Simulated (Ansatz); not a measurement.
Si2 (disilicon): a line through the functionals

The species is Si2 (2 atoms), meant as a triplet with charge 0. As SMILES, `[Si]=[Si]`. The shape is that of a GFN2-xTB optimisation.

The electronic atomisation energy y, in eV, basis 6-31G; a is the functional's share of exact exchange. Programs: Ansatz 0.2.0.

| functional | program | a | y (eV) |
| --- | --- | --- | --- |
| U-r2SCAN | Ansatz | 0 | 2.78 |
| U-revPBE | Ansatz | 0 | 2.78 |
| UB3LYP | Ansatz | 0.2 | ? |
| UPBE0 | Ansatz | 0.25 | 2.57 |
| U-r2SCAN0 | Ansatz | 0.25 | 2.44 |
| UBHLYP | Ansatz | 0.5 | 2.05 |

Task: Fit y = c + s·a to the known rows and predict UB3LYP.

Result: 
1. Means of the 5 rows: a = 0.2000, y = 2.524.
2. Σ(Δa)² = 0.175, Σ(Δa·Δy) = -0.2465, so the slope is -0.2465/0.175 = -1.4086.
3. Intercept: 2.524 − (-1.4086) × 0.2000 = 2.806. The largest residual of the fit is 0.12.
4. UB3LYP: 2.806 + (-1.4086) × 0.2 = 2.52 eV.

The run gave 2.50 eV, so the prediction is off by +0.02 eV, within the largest residual. The rows mix families of semi-local functionals, which the line can't see.
